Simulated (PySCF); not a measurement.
**Computed NMR parameters against published values**

Geometry (Å), atoms numbered from 1 in this order:
```xyz
16

C    -0.8084    0.7065    1.0808
C    -0.0677   -0.0386   -0.0267
C     1.0230   -0.9405    0.5630
C     0.5563    0.9493   -1.0197
C    -1.0226   -0.9203   -0.8000
O    -2.1974   -1.0375   -0.5997
H    -1.2707    0.0003    1.7660
H    -0.1225    1.3401    1.6376
H    -1.5932    1.3267    0.6554
H     1.5391   -1.4890   -0.2221
H     0.5915   -1.6561    1.2593
H     1.7520   -0.3360    1.0975
H    -0.2095    1.5855   -1.4579
H     1.2781    1.5814   -0.5078
H     1.0686    0.4206   -1.8207
H    -0.5240   -1.4836   -1.6164
```

Calculated, not measured (PySCF 2.14): PBE0/pcSseg-1 with gauge-including orbitals, GFN2-xTB structure. Relativity neglected, equivalent nuclei averaged, a single conformation, gas phase.

Reference values: measured (solution, not stated per compound (mostly CDCl3 or CCl4); Pretsch, Buehlmann, Badertscher, Structure Determination of Organic Compounds, 4th ed. (2009)).
```tsv
atoms	quantity	reference	computed	computed, scaled
C2	δ $^{13}$C	42.4	44.5	41.2
C1/C3/C4	δ $^{13}$C	23.4	24.8	22.0
H7/H8/H9/H10/H11/H12/H13/H14/H15	δ $^{1}$H	1.08	1.04	1.07
```

Computed shifts are σ(ref) − σ with the named reference compound (TMS for H and C) calculated as an isolated molecule at the same level. The measured values may be among those fitted. Shieldings were converted by linear fits to measured shifts (mostly CDCl3, TMS scale, for H and C): $^{13}$C (scatter 2.1 ppm rms, 2.3 ppm with the 13 outliers that the fit left out); $^{1}$H (scatter 0.17 ppm rms, 0.18 ppm with the 4 outliers that the fit left out). A few per cent of atoms miss by over 2 rms, more outside the fitted compound classes.

Q: How far are the unscaled $^{13}$C shifts from the references?

A: Mean signed difference +1.75 ppm, mean absolute 1.75 ppm over 2 comparisons; the largest is +2.1 ppm at C2 (quaternary sp3 carbon α to a carbonyl).
